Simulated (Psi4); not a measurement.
# One shape, several levels: quartet PH2

Wanted: a comparison of 4 runs (UHF/cc-pVTZ, U-revPBE/cc-pVTZ, UBHLYP/cc-pVTZ, UPBE/cc-pVTZ) of quartet PH2. 

Program for the calculation: Psi4 1.11.

1 further run of the same task is left out (set aside as unsound or not needed).

### Step 1. Starting point

The species is PH2 (3 atoms), meant as a quartet with charge 0. As SMILES of the parent species, `[PH2]`. The coordinates come from a PBE0-D4/def2-TZVP relaxation. That shape belongs to the parent species and isn't relaxed for this state.

Bond lengths: P1–H2 1.424 Å, P1–H3 1.424 Å. Angles: H2–P1–H3 91.5°.

### Step 2. Energy and forces at UHF/cc-pVTZ (run 1)

run.py

```python
import psi4

psi4.set_memory(2200000000)
psi4.set_num_threads(1)
psi4.core.set_output_file('output.dat', False)

geom = psi4.geometry("""
0 4
P      0.525730    -0.309370     0.258210
H      0.114640     1.051490     0.176750
H     -0.640370    -0.742120    -0.434970
symmetry c1
""")

options = {'basis': 'cc-pVTZ', 'reference': 'uhf', 'puream': True, 'e_convergence': 1e-09, 'd_convergence': 1e-08, 'scf_type': 'pk', 'maxiter': 100}
psi4.set_options(options)

e_tot, wfn = psi4.gradient('hf', return_wfn=True)
psi4.oeprop(wfn, 'LOWDIN_CHARGES', 'MULLIKEN_CHARGES', 'QUADRUPOLE')
print('gradient / Eh bohr^-1')
print(e_tot.np.round(6))
print(f'energy = {wfn.energy():.10f} Eh')
for k, v in sorted(psi4.core.scalar_variables().items()):
    print(f'{k:45s} {v:18.10f}')
```

Launch:

```console
$ python run.py
```

output.dat:

```text
[...]
  Running in c1 symmetry.
[...]
  Nuclear repulsion =   11.408385682516982
[...]
  Multiplicity = 4
[...]
  Nalpha       = 10
  Nbeta        = 7
[...]
    Number of basis functions: 62
[...]
   @UHF iter   1:  -341.65399919945673   -2.68383e-01   2.53951e-03 ADIIS/DIIS
[...]
   @UHF iter  12:  -341.68269027302648   -2.72848e-12   5.77993e-09 DIIS
[...]
   @S^2 Observed:                3.761534631E+00
[...]
  @UHF Final Energy:  -341.68269027302648
   => Energetics <=
    Nuclear Repulsion Energy =             11.4083856825169825
    One-Electron Energy =                -494.5596609023191377
    Two-Electron Energy =                 141.4685849467756498
    Total Energy =                       -341.6826902730264806
  UHF NO Occupations:
  HONO-2 :    8  A 1.0000000
  HONO-1 :    9  A 1.0000000
[...]
  -Total Gradient:
     Atom            X                  Y                   Z
    ------   -----------------  -----------------  -----------------
       1       -0.027452947567     0.014583630687     0.000000000000
       2        0.003260587252    -0.026996022578     0.000000000000
       3        0.024192360315     0.012412391891    -0.000000000000
[...]
  Mulliken Charges: (a.u.)
   Center  Symbol    Alpha    Beta     Spin     Total
       1     P     8.69821  6.24029  2.45792  0.06150
       2     H     0.65090  0.37985  0.27105 -0.03075
       3     H     0.65089  0.37986  0.27103 -0.03074
   Total alpha = 10.00000, Total beta =  7.00000, Total charge =  0.00000
  Lowdin Charges: (a.u.)
   Center  Symbol    Alpha    Beta     Spin     Total
       1     P     8.58180  6.02500  2.55680  0.39320
       2     H     0.70911  0.48750  0.22161 -0.19660
       3     H     0.70910  0.48750  0.22160 -0.19660
[...]
```

The script printed:

```text
gradient / Eh bohr^-1
[[-0.027453  0.014584  0.      ]
 [ 0.003261 -0.026996  0.      ]
 [ 0.024192  0.012412 -0.      ]]
energy = -341.6826902730 Eh
CURRENT ENERGY                                   -341.6826902730
CURRENT REFERENCE ENERGY                         -341.6826902730
DD SOLVATION ENERGY                                 0.0000000000
HF KINETIC ENERGY                                 341.8387703921
HF POTENTIAL ENERGY                              -683.5214606652
HF TOTAL ENERGY                                  -341.6826902730
HF VIRIAL RATIO                                     1.9995434101
NUCLEAR REPULSION ENERGY                           11.4083856825
ONE-ELECTRON ENERGY                              -494.5596609023
PCM POLARIZATION ENERGY                             0.0000000000
PE ENERGY                                           0.0000000000
SCF ITERATION ENERGY                             -341.6826902730
SCF ITERATIONS                                     12.0000000000
SCF TOTAL ENERGY                                 -341.6826902730
TWO-ELECTRON ENERGY                               141.4685849468
```

Wall time 2.7 s (1 thread of AMD EPYC 9R45 (Zen 5), shared host); peak memory 0.4 GiB.

### Step 3. The energy at U-revPBE/cc-pVTZ (run 2)

h2p.in

```
memory 2200 MB

molecule {
  0 4
  P      0.99348572    -0.58462457     0.48794618
  H      0.21663820     1.98702812     0.33400909
  H     -1.21012392    -1.40240355    -0.82197417
  units bohr
  symmetry c1
  no_reorient
  no_com
}

set basis cc-pVTZ
set reference uks
set puream true
set e_convergence 1e-09
set d_convergence 1e-08
set scf_type pk
set dft_radial_points 99
set dft_spherical_points 590
set maxiter 100

result, w = energy("revpbe", return_wfn=True)
oeprop(w, "DIPOLE", "WIBERG_LOWDIN_INDICES", "MAYER_INDICES")
```

Launch:

```console
$ psi4 -i h2p.in -o h2p.out -n 1
```

h2p.out:

```text
[...]
  Running in c1 symmetry.
[...]
  Nuclear repulsion =   11.408385686419805
[...]
  Multiplicity = 4
[...]
  Nalpha       = 10
  Nbeta        = 7
[...]
    Number of basis functions: 62
[...]
   @UKS iter   1:  -342.19453334228854   -1.57941e-02   4.49169e-03 ADIIS/DIIS
[...]
   @UKS iter  10:  -342.23336253094720   -9.37916e-12   9.28432e-09 DIIS
[...]
   @S^2 Observed:                3.753433880E+00
[...]
  @UKS Final Energy:  -342.23336253094720
   => Energetics <=
    Nuclear Repulsion Energy =             11.4083856864198054
    One-Electron Energy =                -494.6380256304189516
    Two-Electron Energy =                 164.8639052123272108
    DFT Exchange-Correlation Energy =     -23.8676277992752794
    Empirical Dispersion Energy =           0.0000000000000000
    VV10 Nonlocal Energy =                  0.0000000000000000
    Total Energy =                       -342.2333625309472040
[...]
 Multipole Moments:
 ------------------------------------------------------------------------------------
     Multipole            Electronic (a.u.)      Nuclear  (a.u.)        Total (a.u.)
 ------------------------------------------------------------------------------------
 L = 1.  Multiply by 2.5417464519 to convert [e a0] to [Debye]
 Dipole X            :        -13.8929850           13.9088001            0.0158151
 Dipole Y            :          8.1754291           -8.1847440           -0.0093149
 Dipole Z            :         -6.8234609            6.8312276            0.0077667
 Magnitude           :                                                    0.0199300
[...]
```

It took 5.4 s on 1 thread of AMD EPYC 9R45 (Zen 5), shared host; peak memory 0.73 GiB.

### Step 4. Energy and forces at UBHLYP/cc-pVTZ (run 3)

h2p.xyz

```xyz
3
H2P
P      0.525730    -0.309370     0.258210
H      0.114640     1.051490     0.176750
H     -0.640370    -0.742120    -0.434970
```

h2p_ase.py

```python
import numpy as np
from ase.calculators.psi4 import Psi4
from ase.io import read

atoms = read('h2p.xyz')
calc = Psi4(atoms=atoms, method='bhhlyp', basis='cc-pVTZ', memory='2200MB', num_threads=1, charge=0, multiplicity=4, label='h2p', reference='uks')
calc.psi4.set_options({'puream': True, 'e_convergence': 1e-09, 'd_convergence': 1e-08, 'scf_type': 'pk', 'dft_radial_points': 99, 'dft_spherical_points': 590, 'maxiter': 100})
atoms.calc = calc

forces = atoms.get_forces()
print(f'energy: {atoms.get_potential_energy():.6f} eV')
print('forces / eV A^-1')
print(np.round(forces, 5))
```

Launch:

```console
$ python h2p_ase.py
```

h2p.dat:

```text
[...]
  Running in c1 symmetry.
[...]
  Nuclear repulsion =   11.408385682516982
[...]
  Multiplicity = 4
[...]
  Nalpha       = 10
  Nbeta        = 7
[...]
    Number of basis functions: 62
[...]
   @UKS iter   1:  -342.27200182452879   -1.40269e-01   2.83673e-03 ADIIS/DIIS
[...]
   @UKS iter  10:  -342.28674783373214   -3.69482e-12   4.64729e-09 DIIS
[...]
   @S^2 Observed:                3.755077398E+00
[...]
  @UKS Final Energy:  -342.28674783373214
   => Energetics <=
    Nuclear Repulsion Energy =             11.4083856825169825
    One-Electron Energy =                -494.7302557245679964
    Two-Electron Energy =                 153.3121610636944752
    DFT Exchange-Correlation Energy =     -12.2770388553756025
    Empirical Dispersion Energy =           0.0000000000000000
    VV10 Nonlocal Energy =                  0.0000000000000000
    Total Energy =                       -342.2867478337321359
[...]
  -Total Gradient:
     Atom            X                  Y                   Z
    ------   -----------------  -----------------  -----------------
       1       -0.031440094905     0.018502201955    -0.015441754375
       2        0.005604517056    -0.033282853045    -0.000474999388
       3        0.025835653401     0.014780606687     0.015916790876
[...]
```

The script printed:

```text
energy: -9314.096826 eV
forces / eV A^-1
[[ 1.61671 -0.95142  0.79405]
 [-0.2882   1.71147  0.02443]
 [-1.32852 -0.76005 -0.81847]]
```

Wall time 6.9 s (1 thread of AMD EPYC 9R45 (Zen 5), shared host); peak memory 0.77 GiB.

### Step 5. A single-point energy at UPBE/cc-pVTZ (run 4)

h2p.py

```python
import psi4

psi4.set_memory('2200 MB')
psi4.set_num_threads(1)
psi4.core.set_output_file('run.log', False)

m = psi4.geometry("""
0 4
P
H 1 1.423928
H 1 1.423924 2 91.49995
units angstrom
symmetry c1
no_reorient
no_com
""")

psi4.set_options({
    'basis': 'cc-pVTZ',
    'reference': 'uks',
    'puream': True,
    'e_convergence': 1e-09,
    'd_convergence': 1e-08,
    'scf_type': 'pk',
    'dft_radial_points': 99,
    'dft_spherical_points': 590,
    'maxiter': 100,
})

E, wfn = psi4.energy('pbe', return_wfn=True)
psi4.oeprop(wfn, 'QUADRUPOLE', 'MAYER_INDICES', 'LOWDIN_CHARGES', title='PBE')
print(f'pbe energy: {E:.10f} Eh')
```

Launch:

```console
$ python h2p.py
```

run.log:

```text
[...]
  Running in c1 symmetry.
[...]
  Nuclear repulsion =   11.408386295415529
[...]
  Multiplicity = 4
[...]
  Nalpha       = 10
  Nbeta        = 7
[...]
    Number of basis functions: 62
[...]
   @UKS iter   1:  -342.08869808683818   -8.07311e-03   4.59589e-03 ADIIS/DIIS
[...]
   @UKS iter  10:  -342.12926698985183   -1.80194e-11   5.98291e-09 DIIS
[...]
   @S^2 Observed:                3.752980598E+00
[...]
  @UKS Final Energy:  -342.12926698985183
   => Energetics <=
    Nuclear Repulsion Energy =             11.4083862954155286
    One-Electron Energy =                -494.6352240410344621
    Two-Electron Energy =                 164.8541657466453216
    DFT Exchange-Correlation Energy =     -23.7565949908782486
    Empirical Dispersion Energy =           0.0000000000000000
    VV10 Nonlocal Energy =                  0.0000000000000000
    Total Energy =                       -342.1292669898518284
[...]
 Multipole Moments:
 ------------------------------------------------------------------------------------
     Multipole            Electronic (a.u.)      Nuclear  (a.u.)        Total (a.u.)
 ------------------------------------------------------------------------------------
 L = 1.  Multiply by 2.5417464519 to convert [e a0] to [Debye]
 Dipole X            :          1.3022049           -1.2929046            0.0093003
 Dipole Y            :          1.2685689           -1.2594967            0.0090722
 Dipole Z            :         -0.0000000            0.0000000           -0.0000000
 Magnitude           :                                                    0.0129923
 L = 2.  Multiply by 1.3450342976 to convert [e a0^2] to [Debye ang]
 Quadrupole XX       :        -19.1961329            6.9082924          -12.2878405
 Quadrupole XY       :          1.1174703           -0.5083002            0.6091701
[...]
```

Standard output:

```text
pbe energy: -342.1292669899 Eh
```

Wall time 5.4 s (1 thread of AMD EPYC 9R45 (Zen 5), shared host); peak memory 0.73 GiB.

### Step 6. All runs side by side

```tsv
run	level	task	integration grid	energy (Eh)	dipole moment (D)	HOMO energy (eV)	⟨S²⟩	wall time
1	UHF/cc-pVTZ	gradient	–	-341.682690	0.11	-4.95	3.762	2.7 s
2	U-revPBE/cc-pVTZ	energy	99 radial × 590 angular	-342.233363	0.05	-1.50	3.753	5.4 s
3	UBHLYP/cc-pVTZ	gradient	99 radial × 590 angular	-342.286748	0.05	-3.21	3.755	6.9 s
4	UPBE/cc-pVTZ	energy	99 radial × 590 angular	-342.129267	0.03	-1.51	3.753	5.4 s
```

### Step 7. What came out

```
                                 quantity          value
                      run 4: total energy  -342.12927 Eh
                     run 4: dipole moment         0.03 D
run 4: HOMO energy (highest over α and β)       -1.51 eV
                              run 4: ⟨S²⟩          3.753
```

What this shows: The dipole moment (its size) runs from 0.03 D (UPBE/cc-pVTZ) to 0.11 D (UHF/cc-pVTZ). Totals of different functionals can't be ranked against each other. All runs together took 20 s, the longest 6.9 s.
